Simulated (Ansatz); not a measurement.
Geometry optimisation, Ansatz 0.2.0, RKS BLYP/6-31G*.

input.yaml

```yaml
crystal:
  periodic: [false, false, false]
  atoms:
    - { symbol: B, position_ang: [0.135987, 0.306876, 0.235809] }
    - { symbol: C, position_ang: [-0.027313, 0.379282, 1.818443] }
    - { symbol: H, position_ang: [-1.00649, 0.054069, 2.211216] }
    - { symbol: H, position_ang: [0.78128, -0.120453, 2.379951] }
    - { symbol: H, position_ang: [0.053702, 1.454655, 2.088319] }
    - { symbol: H, position_ang: [1.236152, 0.261073, -0.253153] }
    - { symbol: H, position_ang: [-0.807934, 0.49507, -0.483972] }
    - { symbol: "N", position_ang: [-0.291589, -2.363472, 0.648543] }
    - { symbol: H, position_ang: [-1.142839, -2.903939, 0.455453] }
    - { symbol: H, position_ang: [0.481578, -3.031242, 0.749133] }
    - { symbol: H, position_ang: [-0.415733, -1.89732, 1.572458] }
basis:
  gaussian: { orbitals: "6-31G*" }
hamiltonian:
  xc: blyp
relax:
  f_tol: 0.03
  max_steps: 50
output:
  orbitals: {}
```

Launched with:

```bash
$ ansatz run input.yaml --threads 1 --pin off --max-ram 2048MiB --backend cpu --events-out ev --progress --plain --runs-dir out
```

Where does it end, and by what steps?

The forces met the threshold. After 12 steps the energy has fallen by 0.899 eV; H9 moved furthest, 1.11 Å. Joined: B1–N8 (2.74 → 1.70 Å).

```tsv
step	energy less start (eV)	largest force component (eV/Å)	accepted
0	0.0000	0.657	yes
1	-0.1219	1.089	yes
2	-0.3031	1.716	yes
3	-0.6241	1.157	yes
4	-0.7770	1.021	yes
5	-0.8243	0.299	yes
6	-0.8506	0.280	yes
7	-0.8863	0.128	yes
8	-0.8804	0.235	no
9	-0.8962	0.036	yes
10	-0.8984	0.033	yes
11	-0.8957	0.371	no
12	-0.8986	0.009	yes
```

```xyz
11
Properties=species:S:1:pos:R:3
B -0.087 -0.292 0.420
C 0.081 0.377 1.887
H -0.795 0.232 2.553
H 0.973 0.027 2.446
H 0.202 1.472 1.782
H 0.902 -0.226 -0.295
H -1.116 0.004 -0.168
N -0.262 -1.963 0.659
H -0.395 -2.455 -0.235
H 0.567 -2.367 1.118
H -1.075 -2.174 1.256
```

Whether the end is a true minimum wasn't checked by a vibrational analysis.

The run took 8.9 s on 1 thread of AMD EPYC 9R45 96-Core Processor (Zen 5), on a shared host, peak memory 0.15 GiB.
